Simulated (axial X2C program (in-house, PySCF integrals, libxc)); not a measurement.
# Worked dissociation energy of AlP⁺: PBE0, without spin–orbit coupling

All values were computed with an axial X2C code built on PySCF integrals. Spin-free means the one-electron spin-free X2C Hamiltonian. Basis: P dyall-v3z [8s7p2d1f], Al dyall-v3z [8s8p2d1f] (cores contracted in-house); Gaussian nuclei, density fitting, unrestricted open shells. Masses: P 30.974 u, Al 26.982 u.

Molecular state: M_S = 3/2, Λ = 0 (beyond evenly filled blocks: σα, π+α, π-α).

- E(P) (2M_S = 3, M_L = 0): -341.969706 hartree
- E(Al+) (2M_S = 0, M_L = 0): -242.473206 hartree
- E(AlP⁺) at Re: -584.472564 hartree
- ωe: 259.0 cm⁻¹
- ωexe: 4.09 cm⁻¹

Problem. Work out De and D0.

Solution. De = -341.969706 + (-242.473206) − (-584.472564) = 0.02965 hartree = 0.807 eV. The zero-point energy is ωe/2 − ωexe/4 = 128 cm⁻¹ = 0.016 eV, so D0 = 0.791 eV.

The state is a single determinant with fixed occupations, the lowest that a limited PBE0 search found. De is counted from the lowest determinant-based energies of the atoms at the same level, without counterpoise correction. Other states lie close and PBE0, whose exact exchange favours high spin, may order them wrongly; the determinant shown need not be the ground state. The nearest other spin-free determinant of the search, M_S = 1/2, Λ = 0, lies 0.34 eV up at the distance of the search.

The levels of this run spread widely (ωe from 162 to 259 cm⁻¹), so these constants depend on the method.

Each atomic determinant is the lowest at this level and need not be a pure term. Totals compare only within one Hamiltonian and basis.
